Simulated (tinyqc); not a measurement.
G0W0 on RHF in the sto-6g basis, for H2O, spin multiplicity 1, step by step. One step of it, computed by the program tinyqc.

Question. Iteration 1: building the Fock matrix. J_ij = sum D_kl (ij|kl), K_ij = sum D_kl (ik|jl); F = H + J - 0.5 K; E = tr D H + tr D J / 2 - 0.25 tr D K + E_nn.

D at the start, order 1O 1s, 1O 2s, 1O 2px, 1O 2py, 1O 2pz, 2H 1s, 3H 1s:
$$\begin{pmatrix}
2.126605 & -0.582374 & 0.000000 & 0.000000 & -0.043708 & 0.083811 & 0.083811 \\
-0.582374 & 2.663277 & 0.000000 & 0.000000 & 0.272545 & -0.369700 & -0.369700 \\
0.000000 & 0.000000 & 2.000000 & 0.000000 & 0.000000 & 0.000000 & 0.000000 \\
0.000000 & 0.000000 & 0.000000 & 2.382633 & 0.000000 & -0.378952 & 0.378952 \\
-0.043708 & 0.272545 & 0.000000 & 0.000000 & 2.131516 & -0.208189 & -0.208189 \\
0.083811 & -0.369700 & 0.000000 & -0.378952 & -0.208189 & 0.125396 & 0.004853 \\
0.083811 & -0.369700 & 0.000000 & 0.378952 & -0.208189 & 0.004853 & 0.125396
\end{pmatrix}$$

core Hamiltonian H = T + V (hartree), order 1O 1s, 1O 2s, 1O 2px, 1O 2py, 1O 2pz, 2H 1s, 3H 1s:
$$\begin{pmatrix}
-32.981443 & -7.290083 & 0.000000 & 0.000000 & -0.015826 & -1.567666 & -1.567666 \\
-7.290083 & -9.197676 & 0.000000 & 0.000000 & -0.179038 & -3.416799 & -3.416799 \\
0.000000 & 0.000000 & -7.434111 & 0.000000 & 0.000000 & 0.000000 & 0.000000 \\
0.000000 & 0.000000 & 0.000000 & -7.593824 & 0.000000 & -2.033093 & 2.033093 \\
-0.015826 & -0.179038 & 0.000000 & 0.000000 & -7.497794 & -1.333527 & -1.333527 \\
-1.567666 & -3.416799 & 0.000000 & -2.033093 & -1.333527 & -4.856794 & -1.207164 \\
-1.567666 & -3.416799 & 0.000000 & 2.033093 & -1.333527 & -1.207164 & -4.856794
\end{pmatrix}$$

Two-electron integrals (ij|kl) in chemists' order, unique and non-zero (hartree):
```
(11|11) 4.787491    (21|11) 0.675884    (21|21) 0.121505    (22|11) 1.117379
(22|21) 0.249212    (22|22) 0.817383    (31|31) 0.025762    (32|31) 0.039145
(32|32) 0.180664    (33|11) 1.117381    (33|21) 0.249212    (33|22) 0.817382
(33|33) 0.880663    (41|41) 0.025762    (42|41) 0.039145    (42|42) 0.180664
(43|43) 0.047461    (44|11) 1.117381    (44|21) 0.249212    (44|22) 0.817382
(44|33) 0.785741    (44|44) 0.880663    (51|51) 0.025762    (52|51) 0.039145
(52|52) 0.180664    (53|53) 0.047461    (54|54) 0.047461    (55|11) 1.117381
(55|21) 0.249212    (55|22) 0.817382    (55|33) 0.785741    (55|44) 0.785741
(55|55) 0.880663    (61|11) 0.153990    (61|21) 0.026530    (61|22) 0.053214
(61|33) 0.053099    (61|41) 0.001096    (61|42) 0.002140    (61|44) 0.053345
(61|51) 0.000692    (61|52) 0.001352    (61|54) 0.000155    (61|55) 0.053197
(61|61) 0.005905    (62|11) 0.369884    (62|21) 0.083629    (62|22) 0.303142
(62|33) 0.298139    (62|41) 0.005653    (62|42) 0.041503    (62|44) 0.308870
(62|51) 0.003570    (62|52) 0.026207    (62|54) 0.006776    (62|55) 0.302418
(62|61) 0.018352    (62|62) 0.139139    (63|31) 0.009348    (63|32) 0.052432
(63|43) 0.008585    (63|53) 0.005421    (63|63) 0.019816    (64|11) 0.224003
(64|21) 0.051371    (64|22) 0.198623    (64|33) 0.189643    (64|41) 0.012403
(64|42) 0.078198    (64|44) 0.213798    (64|51) 0.001929    (64|52) 0.016270
(64|54) 0.009831    (64|55) 0.192428    (64|61) 0.011796    (64|62) 0.110858
(64|64) 0.107220    (65|11) 0.141448    (65|21) 0.032438    (65|22) 0.125422
(65|33) 0.119751    (65|41) 0.001929    (65|42) 0.016270    (65|44) 0.124161
(65|51) 0.010566    (65|52) 0.062706    (65|54) 0.011370    (65|55) 0.132352
(65|61) 0.007449    (65|62) 0.070002    (65|64) 0.055192    (65|65) 0.054667
(66|11) 0.508874    (66|21) 0.117193    (66|22) 0.485354    (66|33) 0.465896
(66|41) 0.010408    (66|42) 0.103997    (66|44) 0.507627    (66|51) 0.006572
(66|52) 0.065669    (66|54) 0.026351    (66|55) 0.482536    (66|61) 0.025994
(66|62) 0.280501    (66|64) 0.255265    (66|65) 0.161189    (66|66) 0.774999
(71|11) 0.153990    (71|21) 0.026530    (71|22) 0.053214    (71|33) 0.053099
(71|41) -0.001096   (71|42) -0.002140   (71|44) 0.053345    (71|51) 0.000692
(71|52) 0.001352    (71|54) -0.000155   (71|55) 0.053197    (71|61) 0.005804
(71|62) 0.017655    (71|64) 0.010332    (71|65) 0.007165    (71|66) 0.024633
(71|71) 0.005905    (72|11) 0.369884    (72|21) 0.083629    (72|22) 0.303142
(72|33) 0.298139    (72|41) -0.005653   (72|42) -0.041503   (72|44) 0.308870
(72|51) 0.003570    (72|52) 0.026207    (72|54) -0.006776   (72|55) 0.302418
(72|61) 0.017655    (72|62) 0.110211    (72|64) 0.060865    (72|65) 0.053767
(72|66) 0.179412    (72|71) 0.018352    (72|72) 0.139139    (73|31) 0.009348
(73|32) 0.052432    (73|43) -0.008585   (73|53) 0.005421    (73|63) 0.015111
(73|73) 0.019816    (74|11) -0.224003   (74|21) -0.051371   (74|22) -0.198623
(74|33) -0.189643   (74|41) 0.012403    (74|42) 0.078198    (74|44) -0.213798
(74|51) -0.001929   (74|52) -0.016270   (74|54) 0.009831    (74|55) -0.192428
(74|61) -0.010332   (74|62) -0.060865   (74|64) -0.019112   (74|65) -0.029052
(74|66) -0.088904   (74|71) -0.011796   (74|72) -0.110858   (74|74) 0.107220
(75|11) 0.141448    (75|21) 0.032438    (75|22) 0.125422    (75|33) 0.119751
(75|41) -0.001929   (75|42) -0.016270   (75|44) 0.124161    (75|51) 0.010566
(75|52) 0.062706    (75|54) -0.011370   (75|55) 0.132352    (75|61) 0.007165
(75|62) 0.053767    (75|64) 0.029052    (75|65) 0.040914    (75|66) 0.095527
(75|71) 0.007449    (75|72) 0.070002    (75|74) -0.055192   (75|75) 0.054667
(76|11) 0.121201    (76|21) 0.027630    (76|22) 0.107286    (76|33) 0.105134
(76|44) 0.107540    (76|51) 0.001926    (76|52) 0.016320    (76|55) 0.109184
(76|61) 0.005977    (76|62) 0.047432    (76|64) 0.032739    (76|65) 0.026853
(76|66) 0.095983    (76|71) 0.005977    (76|72) 0.047432    (76|74) -0.032739
(76|75) 0.026853    (76|76) 0.019570    (77|11) 0.508874    (77|21) 0.117193
(77|22) 0.485354    (77|33) 0.465896    (77|41) -0.010408   (77|42) -0.103997
(77|44) 0.507627    (77|51) 0.006572    (77|52) 0.065669    (77|54) -0.026351
(77|55) 0.482536    (77|61) 0.024633    (77|62) 0.179412    (77|64) 0.088904
(77|65) 0.095527    (77|66) 0.307480    (77|71) 0.025994    (77|72) 0.280501
(77|74) -0.255265   (77|75) 0.161189    (77|76) 0.095983    (77|77) 0.774999
```

nuclear repulsion = 8.71314937 hartree

Give: Coulomb J; exchange K; Fock matrix F; total energy of this density.

Answer.

Coulomb J (hartree), order 1O 1s, 1O 2s, 1O 2px, 1O 2py, 1O 2pz, 2H 1s, 3H 1s:
$$\begin{pmatrix}
18.8246 & 3.3929 & 0.0000 & 0.0000 & 0.0040 & 0.7446 & 0.7446 \\
3.3929 & 8.8742 & 0.0000 & 0.0000 & -0.0035 & 3.1854 & 3.1854 \\
0.0000 & 0.0000 & 8.8787 & 0.0000 & 0.0000 & 0.0000 & 0.0000 \\
0.0000 & 0.0000 & 0.0000 & 8.8695 & 0.0000 & 2.0425 & -2.0425 \\
0.0040 & -0.0035 & 0.0000 & 0.0000 & 8.8744 & 1.2875 & 1.2875 \\
0.7446 & 3.1854 & 0.0000 & 2.0425 & 1.2875 & 4.8807 & 1.1034 \\
0.7446 & 3.1854 & 0.0000 & -2.0425 & 1.2875 & 1.1034 & 4.8807
\end{pmatrix}$$

exchange K (hartree), order 1O 1s, 1O 2s, 1O 2px, 1O 2py, 1O 2pz, 2H 1s, 3H 1s:
$$\begin{pmatrix}
9.8970 & 1.5966 & 0.0000 & 0.0000 & 0.0013 & 0.3755 & 0.3755 \\
1.5966 & 2.8529 & 0.0000 & 0.0000 & 0.0019 & 0.8937 & 0.8937 \\
0.0000 & 0.0000 & 2.3791 & 0.0000 & 0.0000 & 0.0000 & 0.0000 \\
0.0000 & 0.0000 & 0.0000 & 2.3677 & 0.0000 & 0.4266 & -0.4266 \\
0.0013 & 0.0019 & 0.0000 & 0.0000 & 2.3730 & 0.2686 & 0.2686 \\
0.3755 & 0.8937 & 0.0000 & 0.4266 & 0.2686 & 0.4274 & 0.2405 \\
0.3755 & 0.8937 & 0.0000 & -0.4266 & 0.2686 & 0.2405 & 0.4274
\end{pmatrix}$$

Fock matrix F (hartree), order 1O 1s, 1O 2s, 1O 2px, 1O 2py, 1O 2pz, 2H 1s, 3H 1s:
$$\begin{pmatrix}
-19.1053 & -4.6955 & 0.0000 & 0.0000 & -0.0125 & -1.0109 & -1.0109 \\
-4.6955 & -1.7499 & 0.0000 & 0.0000 & -0.1835 & -0.6782 & -0.6782 \\
0.0000 & 0.0000 & 0.2551 & 0.0000 & 0.0000 & 0.0000 & 0.0000 \\
0.0000 & 0.0000 & 0.0000 & 0.0918 & 0.0000 & -0.2039 & 0.2039 \\
-0.0125 & -0.1835 & 0.0000 & 0.0000 & 0.1901 & -0.1803 & -0.1803 \\
-1.0109 & -0.6782 & 0.0000 & -0.2039 & -0.1803 & -0.1898 & -0.2241 \\
-1.0109 & -0.6782 & 0.0000 & 0.2039 & -0.1803 & -0.2241 & -0.1898
\end{pmatrix}$$

total energy of this density = -73.989371 hartree
